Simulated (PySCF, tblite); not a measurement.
# methoxyethane (C₃H₈O): a rotation path, then NMR shifts and spin-spin couplings on frames

How do NMR shifts and spin-spin couplings of methoxyethane (C₃H₈O) (`CCOC`) change as the atoms move?

Programs: tblite 0.8.0 and PySCF 2.14.0, with density-fitted response routines of our own. Each step states its level of theory. These are calculated values for one molecule in the gas phase, unless marked as measured. Atoms are numbered from 0 throughout.

### Step 1. The starting structure

12 atoms, charge 0, multiplicity 1; geometry from: GFN2-xTB.

Bonds of the start (Å): C0–C1 1.53, C1–O2 1.41, O2–C3 1.41, C0–H4 1.09, C0–H5 1.09, C0–H6 1.09, C1–H7 1.09, C1–H8 1.10, C3–H9 1.09, C3–H10 1.10, C3–H11 1.10.

### Step 2. A band between two rotamers with GFN2-xTB

What the job is given:

```
{"job": {"kind": "neb", "xc": "GFN2-xTB", "basis": "xTB", "atoms": [0, 1, 2, 3], "turn": 120}, "charge": 0, "multiplicity": 1}
C      1.397494     0.383538     0.131468
C      0.479235    -0.713919    -0.403602
O     -0.764704    -0.249922    -0.877475
C     -1.630263     0.230044     0.119911
H      1.503969     1.172559    -0.608726
H      2.377095    -0.035162     0.344901
H      1.000204     0.813304     1.047716
H      0.941256    -1.192447    -1.270839
H      0.321305    -1.475771     0.376186
H     -2.597921     0.375580    -0.357297
H     -1.291655     1.186270     0.534378
H     -1.734815    -0.494759     0.937352
```

Level: GFN2-xTB climbing-image nudged elastic band, gas phase.

Started as:

```sh
OMP_NUM_THREADS=1 python probes_run.py task.json out
```

This one command runs all jobs of the session in turn.

Standard output:

```text
image   E - E0 / eV
  0       0.0000
  1       0.0194
  2       0.0821
  3       0.1649
  4       0.1751
  5       0.0849
  6       0.0194
  7       0.0021
  8      -0.0004
```

Run time: 2.7 s. Hardware: 1 thread of Intel Xeon Platinum 8488C, shared host; peak memory 0.19 GiB.

The final band, with the dihedral C0–C1–O2–C3:

| image | dihedral (°) | energy (eV) | energy (kcal/mol) |
| --- | --- | --- | --- |
| 0 | -69 | 0.000 | 0.0 |
| 1 | -56 | 0.019 | 0.4 |
| 2 | -40 | 0.082 | 1.9 |
| 3 | -17 | 0.165 | 3.8 |
| 4 | 9 | 0.175 | 4.0 |
| 5 | 38 | 0.085 | 2.0 |
| 6 | 56 | 0.019 | 0.4 |
| 7 | 66 | 0.002 | 0.0 |
| 8 | 71 | 0.000 | 0.0 |

### Step 3. Shielding tensors: image 0, PBE0/pcSseg-1

What the job is given:

```
{"job": {"kind": "nmr", "xc": "PBE0", "basis": "pcSseg-1", "pop": false}, "charge": 0, "multiplicity": 1}
C      1.397500     0.383500     0.131500
C      0.479200    -0.713900    -0.403600
O     -0.764700    -0.249900    -0.877500
C     -1.630300     0.230000     0.119900
H      1.504000     1.172600    -0.608700
H      2.377100    -0.035200     0.344900
H      1.000200     0.813300     1.047700
H      0.941300    -1.192400    -1.270800
H      0.321300    -1.475800     0.376200
H     -2.597900     0.375600    -0.357300
H     -1.291700     1.186300     0.534400
H     -1.734800    -0.494800     0.937400
```

Method: GIAO PBE0/pcSseg-1 NMR shielding, non-relativistic, gas phase.

Standard output:

```text
coarse grid: 9304 points
cycle   1  E = -193.9925264061  dE =  2.568e-01  |g| = 5.398e-01  |ddm| = 2.732e+00
cycle   2  E = -193.9423472451  dE =  5.018e-02  |g| = 7.614e-01  |ddm| = 1.102e+00
cycle   3  E = -194.0496246112  dE = -1.073e-01  |g| = 7.457e-02  |ddm| = 7.071e-01
cycle   4  E = -194.0505522461  dE = -9.276e-04  |g| = 2.762e-02  |ddm| = 5.744e-02
cycle   5  E = -194.0507272843  dE = -1.750e-04  |g| = 4.152e-03  |ddm| = 2.119e-02
cycle   6  E = -194.0507307696  dE = -3.485e-06  |g| = 5.194e-04  |ddm| = 3.198e-03
final grid: 87808 points
cycle   7  E = -194.0860610553  dE = -2.259e-05  |g| = 1.104e-02  |ddm| = 1.960e-02
cycle   8  E = -194.0860404248  dE =  2.063e-05  |g| = 1.550e-02  |ddm| = 1.491e-02
cycle   9  E = -194.0860846031  dE = -4.418e-05  |g| = 1.282e-03  |ddm| = 9.124e-03
cycle  10  E = -194.0860849586  dE = -3.555e-07  |g| = 1.118e-04  |ddm| = 1.172e-03
cycle  11  E = -194.0860849612  dE = -2.593e-09  |g| = 2.895e-05  |ddm| = 1.155e-04
cycle  12  E = -194.0860849614  dE = -1.634e-10  |g| = 1.034e-05  |ddm| = 2.840e-05
converged SCF energy = -194.0860849614

GIAO shielding tensors (ppm)
atom      isotropic    diamagn.    paramagn.     s11        s22        s33       span
  0 C      172.114     249.671     -77.556    153.045    176.255    187.042     33.997
  1 C      115.892     244.142    -128.250     84.494     96.729    166.453     81.959
  2 O      309.576     394.867     -85.291    258.384    313.338    357.006     98.622
  3 C      128.765     245.723    -116.958     92.387    111.621    182.288     89.900
  4 H       30.702      30.214       0.488     27.196     28.308     36.601      9.405
  5 H       30.953      29.495       1.458     27.356     28.086     37.419     10.063
  6 H       30.108      31.227      -1.119     25.872     29.717     34.736      8.864
  7 H       27.626      29.613      -1.986     22.523     27.587     32.769     10.246
  8 H       28.352      30.629      -2.277     23.472     28.765     32.819      9.347
  9 H       27.893      28.802      -0.910     24.079     25.723     33.876      9.797
 10 H       28.046      30.570      -2.524     23.964     26.592     33.583      9.619
 11 H       28.894      29.944      -1.051     25.528     26.577     34.575      9.047
```

Run time: 11 s. Hardware: 1 thread of Intel Xeon Platinum 8488C, shared host; peak memory 0.52 GiB.

The references, computed at this level on geometries of the same kind, shield at (ppm): 1H TMS 31.72, 13C TMS 186.9, 17O H2O 336.1. Their shielding less the atom's gives the shift. The references are single molecules in the gas phase, so shifts against H2O, NH3, PH3, H3PO4 or CFCl3 are not on the usual liquid scales and can be off by tens of ppm. Each atom is listed at this fixed geometry, with no averaging over motion; a spectrum would average atoms that exchange fast.

| atoms | environment | σ (ppm) | δ (ppm) |
| --- | --- | --- | --- |
| C1 | sp3 CH2 bonded to O | 115.9 | 71.0 |
| C3 | methyl carbon bonded to O | 128.8 | 58.2 |
| C0 | methyl carbon | 172.1 | 14.8 |
| H7 | hydrogen on an sp3 CH2 bonded to O | 27.63 | 4.09 |
| H9 | hydrogen on a methyl carbon bonded to O | 27.89 | 3.82 |
| H10 | hydrogen on a methyl carbon bonded to O | 28.05 | 3.67 |
| H8 | hydrogen on an sp3 CH2 bonded to O | 28.35 | 3.36 |
| H11 | hydrogen on a methyl carbon bonded to O | 28.89 | 2.82 |
| H6 | hydrogen on a methyl carbon | 30.11 | 1.61 |
| H4 | hydrogen on a methyl carbon | 30.70 | 1.02 |
| H5 | hydrogen on a methyl carbon | 30.95 | 0.76 |
| O2 | ether oxygen | 309.6 | 26.5 |

### Step 4. Indirect couplings: image 0, B3LYP/pcJ-1

The job, as its differences from that of step 3:

```diff
@@ -1,2 +1,2 @@
-{"job": {"kind": "nmr", "xc": "PBE0", "basis": "pcSseg-1", "pop": false}, "charge": 0, "multiplicity": 1}
+{"job": {"kind": "j", "xc": "B3LYP", "basis": "pcJ-1"}, "charge": 0, "multiplicity": 1}
 C      1.397500     0.383500     0.131500
```

With the program's defaults for keys left out, this is: B3LYP/pcJ-1 indirect spin-spin coupling, non-relativistic, gas phase.

Standard output:

```text
coarse grid: 9304 points
cycle   1  E = -194.2393401558  dE =  2.136e-01  |g| = 6.176e-01  |ddm| = 2.422e+00
cycle   2  E = -194.1463083613  dE =  9.303e-02  |g| = 9.480e-01  |ddm| = 1.376e+00
cycle   3  E = -194.3113892194  dE = -1.651e-01  |g| = 9.925e-02  |ddm| = 9.481e-01
cycle   4  E = -194.3129015549  dE = -1.512e-03  |g| = 4.268e-02  |ddm| = 7.818e-02
cycle   5  E = -194.3133034397  dE = -4.019e-04  |g| = 5.905e-03  |ddm| = 2.982e-02
cycle   6  E = -194.3133100579  dE = -6.618e-06  |g| = 7.764e-04  |ddm| = 4.366e-03
final grid: 87808 points
cycle   7  E = -194.3567484134  dE = -1.039e-04  |g| = 7.247e-03  |ddm| = 1.674e-02
cycle   8  E = -194.3567400779  dE =  8.336e-06  |g| = 9.723e-03  |ddm| = 9.623e-03
cycle   9  E = -194.3567587461  dE = -1.867e-05  |g| = 1.141e-03  |ddm| = 5.723e-03
cycle  10  E = -194.3567589255  dE = -1.794e-07  |g| = 5.569e-04  |ddm| = 1.336e-03
cycle  11  E = -194.3567589865  dE = -6.093e-08  |g| = 3.428e-05  |ddm| = 4.421e-04
cycle  12  E = -194.3567589867  dE = -2.149e-10  |g| = 1.196e-05  |ddm| = 3.277e-05
converged SCF energy = -194.3567589867

Indirect spin-spin couplings (Hz)
  i      j    bonds     total        FC       PSO       DSO        SD
  0 C    1 C    1     35.957    36.362    -0.598     0.192         -
  0 C    2 O    2     -0.946    -1.134     0.176     0.012         -
  0 C    3 C    3      1.209     1.217     0.007    -0.015         -
  0 C    4 H    1    134.108   132.311     1.160     0.637         -
  0 C    5 H    1    130.679   128.777     1.301     0.601         -
  0 C    6 H    1    131.371   129.461     1.262     0.648         -
  0 C    7 H    2     -1.643    -1.520     0.094    -0.217         -
  0 C    8 H    2      0.610     0.699     0.105    -0.194         -
  0 C    9 H    4     -0.304    -0.274     0.351    -0.380         -
  0 C   11 H    4      0.795     0.795     0.126    -0.126         -
  1 C    2 O    1     24.000    24.180    -0.061    -0.118         -
  1 C    3 C    2     -2.326    -1.993    -0.282    -0.051         -
  1 C    4 H    2     -5.913    -5.865     0.092    -0.139         -
  1 C    5 H    2      0.294     0.261     0.162    -0.130         -
  1 C    6 H    2     -5.375    -5.279     0.046    -0.142         -
  1 C    7 H    1    149.583   148.603     0.053     0.927         -
  1 C    8 H    1    141.712   140.656     0.088     0.967         -
  1 C    9 H    3     11.971    12.047     0.552    -0.628         -
  1 C   10 H    3      0.439     0.519     0.073    -0.153         -
  1 C   11 H    3      4.513     4.509    -0.001     0.004         -
  2 O    3 C    1     24.307    24.736    -0.327    -0.102         -
  2 O    4 H    3     -1.074    -1.014    -0.060     0.000         -
  2 O    5 H    3     -5.712    -5.917    -0.063     0.268         -
  2 O    6 H    3     -1.202    -1.102    -0.181     0.080         -
  2 O    7 H    2    -14.352   -13.832    -0.571     0.051         -
  2 O    8 H    2     -2.550    -2.041    -0.649     0.140         -
  2 O    9 H    2    -13.912   -13.222    -0.785     0.095         -
  2 O   10 H    2     -3.540    -2.944    -0.763     0.166         -
  2 O   11 H    2     -2.765    -2.066    -0.871     0.172         -
  3 C    5 H    4      0.260     0.293     0.335    -0.368         -
  3 C    6 H    4      0.164     0.159    -0.169     0.174         -
  3 C    7 H    3     11.114    11.190     0.582    -0.659         -
  3 C    8 H    3      3.981     3.965     0.057    -0.041         -
  3 C    9 H    1    148.950   147.967     0.270     0.713         -
  3 C   10 H    1    143.862   142.789     0.305     0.767         -
  3 C   11 H    1    140.205   139.121     0.316     0.768         -
  4 H    5 H    2    -14.203   -14.301     2.894    -2.796         -
  4 H    6 H    2    -12.032   -12.152     2.754    -2.633         -
  4 H    7 H    3      3.868     3.979     0.532    -0.643         -
  4 H    8 H    3     13.903    14.038     2.762    -2.897         -
  5 H    6 H    2    -14.118   -14.242     2.839    -2.715         -
  5 H    7 H    3      3.493     3.584     0.301    -0.393         -
  5 H    8 H    3      1.294     1.382     0.493    -0.580         -
  5 H    9 H    5     -0.296    -0.186     1.569    -1.679         -
  5 H   10 H    5     -0.254    -0.195     1.084    -1.143         -
  5 H   11 H    5     -0.163    -0.073     0.970    -1.061         -
  6 H    7 H    3     15.472    15.622     2.764    -2.914         -
  6 H    8 H    3      5.703     5.806     0.239    -0.342         -
  7 H    8 H    2    -11.879   -11.907     2.221    -2.193         -
  7 H   10 H    4     -0.758    -0.581     1.962    -2.138         -
  7 H   11 H    4     -0.459    -0.299     1.695    -1.854         -
  8 H    9 H    4     -0.470    -0.308     1.632    -1.794         -
  8 H   10 H    4      0.389     0.544     0.863    -1.018         -
  8 H   11 H    4      0.306     0.229    -1.620     1.697         -
  9 H   10 H    2    -11.603   -11.586     2.584    -2.601         -
  9 H   11 H    2    -12.354   -12.320     2.598    -2.633         -
 10 H   11 H    2     -8.215    -8.229     2.459    -2.445         -
```

Run time: 21 s. Hardware: 1 thread of Intel Xeon Platinum 8488C, shared host; peak memory 0.76 GiB.

A choice of the couplings up to four bonds, sorted by the number of bonds; isotopes 13C, 1H, 17O:

| pair | bonds | J (Hz) | Fermi contact (Hz) | dihedral (°) |
| --- | --- | --- | --- | --- |
| C1–H7 | 1 | 149.6 | 148.6 | – |
| C3–H9 | 1 | 148.9 | 148.0 | – |
| C3–H10 | 1 | 143.9 | 142.8 | – |
| C1–H8 | 1 | 141.7 | 140.7 | – |
| C3–H11 | 1 | 140.2 | 139.1 | – |
| C0–H4 | 1 | 134.1 | 132.3 | – |
| C0–H6 | 1 | 131.4 | 129.5 | – |
| C0–H5 | 1 | 130.7 | 128.8 | – |
| C0–C1 | 1 | 36.0 | 36.4 | – |
| O2–H7 | 2 | -14.4 | -13.8 | – |
| H4–H5 | 2 | -14.2 | -14.3 | – |
| H5–H6 | 2 | -14.1 | -14.2 | – |
| O2–H9 | 2 | -13.9 | -13.2 | – |
| H9–H11 | 2 | -12.4 | -12.3 | – |
| H4–H6 | 2 | -12.0 | -12.2 | – |
| H7–H8 | 2 | -11.9 | -11.9 | – |
| H9–H10 | 2 | -11.6 | -11.6 | – |
| H10–H11 | 2 | -8.2 | -8.2 | – |
| H6–H7 | 3 | 15.5 | 15.6 | -175 |
| H4–H8 | 3 | 13.9 | 14.0 | -176 |
| C1–H9 | 3 | 12.0 | 12.0 | -170 |
| C3–H7 | 3 | 11.1 | 11.2 | 171 |
| O2–H5 | 3 | -5.7 | -5.9 | -172 |
| H6–H8 | 3 | 5.7 | 5.8 | -56 |
| C1–H11 | 3 | 4.5 | 4.5 | -51 |
| C3–H8 | 3 | 4.0 | 4.0 | 55 |
| H4–H7 | 3 | 3.9 | 4.0 | 65 |

The spin-dipole term was not solved, so all couplings lack that part.

The response was solved for the nuclei of C, H alone, so couplings that need other nuclei can be missing.

Quadrupole couplings from the field gradients of the same density:

| atom | isotope | eQq/h (MHz) | η |
| --- | --- | --- | --- |
| O2 | 17O | -12.1 | 0.97 |

### Step 5. NMR shieldings: image 2, PBE0/pcSseg-1

What the job is given:

```
{"job": {"kind": "nmr", "xc": "PBE0", "basis": "pcSseg-1", "pop": false}, "charge": 0, "multiplicity": 1}
C      1.289300     0.316500     0.234400
C      0.495600    -0.794600    -0.446400
O     -0.826800    -0.461300    -0.823600
C     -1.562900     0.326900     0.079600
H      1.210300     1.242900    -0.327800
H      2.335700     0.027000     0.282800
H      0.934400     0.488000     1.248300
H      0.976000    -1.069700    -1.390100
H      0.485000    -1.682200     0.206500
H     -2.607000     0.226500    -0.213900
H     -1.277200     1.382700     0.007300
H     -1.451200    -0.003200     1.117000
```

With the program's defaults for keys left out, this is: GIAO PBE0/pcSseg-1 NMR shielding, non-relativistic, gas phase.

Standard output:

```text
coarse grid: 9304 points
cycle   1  E = -193.9882671501  dE =  2.549e-01  |g| = 5.433e-01  |ddm| = 2.737e+00
cycle   2  E = -193.9397331457  dE =  4.853e-02  |g| = 7.600e-01  |ddm| = 1.096e+00
cycle   3  E = -194.0457837593  dE = -1.061e-01  |g| = 7.305e-02  |ddm| = 6.953e-01
cycle   4  E = -194.0466716534  dE = -8.879e-04  |g| = 2.733e-02  |ddm| = 5.553e-02
cycle   5  E = -194.0468424926  dE = -1.708e-04  |g| = 4.368e-03  |ddm| = 2.107e-02
cycle   6  E = -194.0468463783  dE = -3.886e-06  |g| = 4.458e-04  |ddm| = 3.312e-03
final grid: 87808 points
cycle   7  E = -194.0820509151  dE = -2.530e-05  |g| = 1.087e-02  |ddm| = 2.150e-02
cycle   8  E = -194.0820310772  dE =  1.984e-05  |g| = 1.521e-02  |ddm| = 1.451e-02
cycle   9  E = -194.0820738178  dE = -4.274e-05  |g| = 1.236e-03  |ddm| = 8.894e-03
cycle  10  E = -194.0820741445  dE = -3.267e-07  |g| = 1.225e-04  |ddm| = 1.134e-03
cycle  11  E = -194.0820741477  dE = -3.196e-09  |g| = 2.850e-05  |ddm| = 1.229e-04
cycle  12  E = -194.0820741479  dE = -1.644e-10  |g| = 9.258e-06  |ddm| = 2.964e-05
converged SCF energy = -194.0820741479

GIAO shielding tensors (ppm)
atom      isotropic    diamagn.    paramagn.     s11        s22        s33       span
  0 C      172.456     250.538     -78.082    162.182    170.861    184.324     22.143
  1 C      118.948     243.001    -124.053     87.454    101.179    168.210     80.757
  2 O      325.764     394.452     -68.689    284.570    304.945    387.776    103.206
  3 C      132.330     245.676    -113.346    104.425    112.340    180.226     75.801
  4 H       30.462      30.898      -0.436     26.777     28.615     35.993      9.216
  5 H       30.838      29.415       1.423     27.233     27.936     37.346     10.112
  6 H       30.220      31.384      -1.164     26.265     29.404     34.992      8.727
  7 H       27.660      29.431      -1.771     22.638     27.455     32.886     10.248
  8 H       27.850      29.849      -1.999     22.537     28.184     32.828     10.291
  9 H       28.085      28.704      -0.619     24.230     25.969     34.056      9.826
 10 H       28.209      30.478      -2.269     24.285     26.453     33.889      9.604
 11 H       28.727      30.444      -1.717     25.480     26.367     34.335      8.856
```

It took 7.7 s on 1 thread of Intel Xeon Platinum 8488C, shared host; peak memory 0.54 GiB.

This run: δ C1 68.0, C3 54.6, C0 14.5, O2 10.3, H7 4.06, H8 3.87 ppm.

### Step 6. Spin-spin couplings: image 2, B3LYP/pcJ-1

The job, as its differences from that of step 5:

```diff
@@ -1,2 +1,2 @@
-{"job": {"kind": "nmr", "xc": "PBE0", "basis": "pcSseg-1", "pop": false}, "charge": 0, "multiplicity": 1}
+{"job": {"kind": "j", "xc": "B3LYP", "basis": "pcJ-1"}, "charge": 0, "multiplicity": 1}
 C      1.289300     0.316500     0.234400
```

With the program's defaults for keys left out, this is: B3LYP/pcJ-1 indirect spin-spin coupling, non-relativistic, gas phase.

Standard output:

```text
coarse grid: 9304 points
cycle   1  E = -194.2351706105  dE =  2.121e-01  |g| = 6.211e-01  |ddm| = 2.424e+00
cycle   2  E = -194.1453953272  dE =  8.978e-02  |g| = 9.438e-01  |ddm| = 1.370e+00
cycle   3  E = -194.3076821116  dE = -1.623e-01  |g| = 9.704e-02  |ddm| = 9.330e-01
cycle   4  E = -194.3091187258  dE = -1.437e-03  |g| = 4.215e-02  |ddm| = 7.545e-02
cycle   5  E = -194.3095097284  dE = -3.910e-04  |g| = 6.208e-03  |ddm| = 2.963e-02
cycle   6  E = -194.3095171293  dE = -7.401e-06  |g| = 6.632e-04  |ddm| = 4.541e-03
final grid: 87808 points
cycle   7  E = -194.3527332268  dE = -1.063e-04  |g| = 7.095e-03  |ddm| = 1.897e-02
cycle   8  E = -194.3527254176  dE =  7.809e-06  |g| = 9.432e-03  |ddm| = 9.274e-03
cycle   9  E = -194.3527431979  dE = -1.778e-05  |g| = 1.102e-03  |ddm| = 5.544e-03
cycle  10  E = -194.3527433583  dE = -1.604e-07  |g| = 5.630e-04  |ddm| = 1.298e-03
cycle  11  E = -194.3527434195  dE = -6.115e-08  |g| = 3.259e-05  |ddm| = 4.376e-04
cycle  12  E = -194.3527434197  dE = -2.030e-10  |g| = 1.054e-05  |ddm| = 3.274e-05
converged SCF energy = -194.3527434197

Indirect spin-spin couplings (Hz)
  i      j    bonds     total        FC       PSO       DSO        SD
  0 C    1 C    1     34.922    35.328    -0.598     0.193         -
  0 C    2 O    2     -0.029    -0.066     0.022     0.015         -
  0 C    3 C    3      4.921     4.860     0.051     0.010         -
  0 C    4 H    1    132.112   130.271     1.183     0.658         -
  0 C    5 H    1    131.182   129.292     1.283     0.607         -
  0 C    6 H    1    132.945   131.067     1.221     0.656         -
  0 C    7 H    2     -2.669    -2.564     0.109    -0.214         -
  0 C    8 H    2      0.560     0.655     0.099    -0.194         -
  0 C   11 H    4      1.046     1.025    -0.058     0.079         -
  1 C    2 O    1     24.546    25.222    -0.558    -0.118         -
  1 C    3 C    2     -2.486    -2.274    -0.154    -0.058         -
  1 C    4 H    2     -5.857    -5.827     0.114    -0.144         -
  1 C    5 H    2      0.322     0.289     0.160    -0.126         -
  1 C    6 H    2     -5.260    -5.153     0.037    -0.144         -
  1 C    7 H    1    149.827   148.856     0.050     0.921         -
  1 C    8 H    1    144.985   143.965     0.081     0.939         -
  1 C    9 H    3     10.866    10.922     0.557    -0.613         -
  1 C   10 H    3     -0.111    -0.082     0.191    -0.220         -
  1 C   11 H    3      4.936     4.925     0.002     0.009         -
  2 O    3 C    1     24.568    25.253    -0.582    -0.103         -
  2 O    4 H    3     -1.216    -1.114    -0.119     0.017         -
  2 O    5 H    3     -4.384    -4.515    -0.136     0.268         -
  2 O    6 H    3     -1.074    -0.870    -0.311     0.107         -
  2 O    7 H    2    -13.857   -13.265    -0.637     0.044         -
  2 O    8 H    2     -5.044    -4.572    -0.598     0.126         -
  2 O    9 H    2    -14.485   -13.731    -0.847     0.093         -
  2 O   10 H    2     -4.244    -3.652    -0.747     0.155         -
  2 O   11 H    2     -2.733    -1.963    -0.950     0.180         -
  3 C    4 H    4      0.321     0.318    -0.043     0.045         -
  3 C    5 H    4      1.063     1.066     0.383    -0.386         -
  3 C    6 H    4      0.177     0.164    -0.178     0.191         -
  3 C    7 H    3      9.730     9.789     0.579    -0.638         -
  3 C    8 H    3      0.078     0.080     0.253    -0.255         -
  3 C    9 H    1    148.002   147.011     0.275     0.717         -
  3 C   10 H    1    145.720   144.664     0.286     0.770         -
  3 C   11 H    1    140.014   138.913     0.321     0.780         -
  4 H    5 H    2    -14.602   -14.706     2.835    -2.732         -
  4 H    6 H    2    -11.831   -11.956     2.723    -2.598         -
  4 H    7 H    3      3.120     3.239     0.642    -0.761         -
  4 H    8 H    3     14.572    14.706     2.764    -2.898         -
  4 H    9 H    5     -0.151    -0.039     1.179    -1.292         -
  4 H   11 H    5     -0.189    -0.071     0.515    -0.633         -
  5 H    6 H    2    -14.225   -14.343     2.811    -2.693         -
  5 H    7 H    3      4.682     4.766     0.172    -0.256         -
  5 H    8 H    3      0.973     1.073     0.587    -0.686         -
  5 H    9 H    5     -0.240    -0.133     1.646    -1.753         -
  6 H    7 H    3     15.500    15.652     2.736    -2.887         -
  6 H    8 H    3      6.954     7.055     0.138    -0.239         -
  6 H    9 H    5      0.206     0.299     1.216    -1.310         -
  6 H   10 H    5      0.296     0.304    -0.899     0.891         -
  6 H   11 H    5      0.177     0.056    -1.802     1.923         -
  7 H    8 H    2    -11.345   -11.371     2.224    -2.198         -
  7 H    9 H    4     -0.343    -0.228     1.992    -2.107         -
  7 H   10 H    4     -0.605    -0.430     1.495    -1.669         -
  7 H   11 H    4     -0.761    -0.603     2.007    -2.164         -
  8 H    9 H    4     -0.586    -0.430     1.475    -1.631         -
  8 H   10 H    4      0.697     0.865     1.680    -1.849         -
  8 H   11 H    4      0.741     0.790    -0.649     0.599         -
  9 H   10 H    2    -11.668   -11.647     2.559    -2.580         -
  9 H   11 H    2    -12.466   -12.443     2.568    -2.591         -
 10 H   11 H    2     -8.263    -8.283     2.460    -2.439         -
```

Wall time 20 s (1 thread of Intel Xeon Platinum 8488C, shared host); peak memory 0.77 GiB.

In short: J(C1,H7) 147.4 Hz, J(C3,H9) 144.6 Hz, J(C0,H4) 132.1 Hz (means over like pairs).

[end of part 1 of 3]
